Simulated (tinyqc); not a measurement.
ROHF in the sto-6g basis, for NH, spin multiplicity 3, step by step (part 2 of 2). Computed by tinyqc, a small Python program that keeps every step (integrals from PySCF). Command: `OMP_NUM_THREADS=1 python tinyqc.py 25698 25699 out.jsonl` (the two numbers bound the seeds that draw the settings). One thread of a shared host (Intel(R) Xeon(R) Processor @ 2.60GHz), about 0.1 s of CPU time with the checks.

Geometry (angstrom):
```
atom         x         y         z
N     0.000000  0.000000  0.000000
H     0.000000  0.000000  1.320000
```

## Iteration 11 (converged): orbitals

converged F (hartree), order 1N 1s, 1N 2s, 1N 2px, 1N 2py, 1N 2pz, 2H 1s:
```
[[-15.540096, -3.737473, 0.000000, 0.000000, -0.015040, -0.489164],
 [-3.737473, -1.747944, 0.000000, 0.000000, -0.030451, -0.526843],
 [0.000000, 0.000000, -0.068553, 0.000000, 0.000000, 0.000000],
 [0.000000, 0.000000, 0.000000, -0.068553, 0.000000, 0.000000],
 [-0.015040, -0.030451, 0.000000, 0.000000, -0.190814, -0.409946],
 [-0.489164, -0.526843, 0.000000, 0.000000, -0.409946, -0.312385]]
```

X, order 1N 1s, 1N 2s, 1N 2px, 1N 2py, 1N 2pz, 2H 1s:
```
[[1.021158, -0.123816, 0.000000, 0.000000, -0.005005, 0.016727],
 [-0.123816, 1.069645, 0.000000, 0.000000, 0.047724, -0.191766],
 [0.000000, 0.000000, 1.000000, 0.000000, 0.000000, 0.000000],
 [0.000000, 0.000000, 0.000000, 1.000000, 0.000000, 0.000000],
 [-0.005005, 0.047724, 0.000000, 0.000000, 1.046375, -0.187018],
 [0.016727, -0.191766, 0.000000, 0.000000, -0.187018, 1.093943]]
```

Diagonalise F' = X^T F X, C = X C', fill 5 alpha and 3 beta electrons from the bottom; D(s) = C_occ C_occ^T. Each column has its largest component positive (the first on a tie).

F' = X^T F X (hartree):
```
[[-15.300772, -1.868534, 0.000000, 0.000000, -0.031566, -0.041070],
 [-1.868534, -1.062599, 0.000000, 0.000000, 0.074638, -0.295770],
 [0.000000, 0.000000, -0.068553, 0.000000, 0.000000, 0.000000],
 [0.000000, 0.000000, 0.000000, -0.068553, 0.000000, 0.000000],
 [-0.031566, 0.074638, 0.000000, 0.000000, -0.056383, -0.407701],
 [-0.041070, -0.295770, 0.000000, 0.000000, -0.407701, -0.056368]]
```

orbital energies (hartree): [-15.542340, -0.922176, -0.418753, -0.068553, -0.068553, 0.407147]

coefficients C, order 1N 1s, 1N 2s, 1N 2px, 1N 2py, 1N 2pz, 2H 1s:
```
[[0.996953, -0.233337, 0.075382, 0.000000, 0.000000, 0.065991],
 [0.013294, 0.942711, -0.391420, 0.000000, 0.000000, -0.395517],
 [0.000000, 0.000000, 0.000000, 0.043608, 0.999049, 0.000000],
 [0.000000, 0.000000, 0.000000, 0.999049, -0.043608, 0.000000],
 [0.001802, 0.063056, 0.649762, 0.000000, 0.000000, -0.840244],
 [-0.002662, 0.186295, 0.578242, 0.000000, 0.000000, 0.948506]]
```

D(alpha) after iteration 11, order 1N 1s, 1N 2s, 1N 2px, 1N 2py, 1N 2pz, 2H 1s:
```
[[1.054044, -0.236221, 0.000000, 0.000000, 0.036064, -0.002535],
 [-0.236221, 1.042090, 0.000000, 0.000000, -0.194862, -0.050748],
 [0.000000, 0.000000, 1.000000, 0.000000, 0.000000, 0.000000],
 [0.000000, 0.000000, 0.000000, 1.000000, 0.000000, 0.000000],
 [0.036064, -0.194862, 0.000000, 0.000000, 0.426170, 0.387462],
 [-0.002535, -0.050748, 0.000000, 0.000000, 0.387462, 0.369077]]
```

D(beta) after iteration 11, order 1N 1s, 1N 2s, 1N 2px, 1N 2py, 1N 2pz, 2H 1s:
```
[[1.054044, -0.236221, 0.000000, 0.000000, 0.036064, -0.002535],
 [-0.236221, 1.042090, 0.000000, 0.000000, -0.194862, -0.050748],
 [0.000000, 0.000000, 0.000000, 0.000000, 0.000000, 0.000000],
 [0.000000, 0.000000, 0.000000, 0.000000, 0.000000, 0.000000],
 [0.036064, -0.194862, 0.000000, 0.000000, 0.426170, 0.387462],
 [-0.002535, -0.050748, 0.000000, 0.000000, 0.387462, 0.369077]]
```

Within a degenerate level the vectors are fixed only up to a rotation; this is one choice.

## Convergence

Stop when the energy changes by less than 1e-09 hartree and every element of the error matrix X^T (F D S - S D F) X is below 9e-06.

Course of the cycle:
```
iteration   E (hartree)     change  largest element of the error matrix
1          -48.47134125          -                             7.43e+00
2          -54.49223174  -6.02e+00                             3.48e-01
3          -54.72597623  -2.34e-01                             1.09e-01
4          -54.75354285  -2.76e-02                             1.96e-02
5          -54.75503575  -1.49e-03                             8.68e-03
6          -54.75545037  -4.15e-04                             1.12e-03
7          -54.75545183  -1.46e-06                             2.26e-04
8          -54.75545213  -2.97e-07                             4.95e-05
9          -54.75545214  -1.29e-08                             1.88e-05
10         -54.75545214  -2.07e-09                             7.10e-07
11         -54.75545214  -5.19e-13                             2.79e-08
```

PySCF ROHF in the same basis = -54.75545214 hartree

Converged in 11 iterations.

## Populations, bond orders and dipole

overlap S, order 1N 1s, 1N 2s, 1N 2px, 1N 2py, 1N 2pz, 2H 1s:
```
[[1.000000, 0.229416, 0.000000, 0.000000, 0.000000, 0.029674],
 [0.229416, 1.000000, 0.000000, 0.000000, 0.000000, 0.324826],
 [0.000000, 0.000000, 1.000000, 0.000000, 0.000000, 0.000000],
 [0.000000, 0.000000, 0.000000, 1.000000, 0.000000, 0.000000],
 [0.000000, 0.000000, 0.000000, 0.000000, 1.000000, 0.322772],
 [0.029674, 0.324826, 0.000000, 0.000000, 0.322772, 1.000000]]
```

Mulliken: Z minus the diagonal of D S on the atom; Loewdin: the same with S^(1/2) D S^(1/2); Mayer order: 2 sum_s sum (D(s) S)_ij (D(s) S)_ji over the two atoms.

Charges (e):
```
atom   Mulliken    Loewdin  Mulliken spin
1N    -0.044841  -0.026249       2.000000
2H     0.044841   0.026249              0
```

Mayer bond orders:
```
pair     order
2-1   0.997989
```

dipole moment about the origin, x y z (debye): [0.000000, 0.000000, 0.964082]
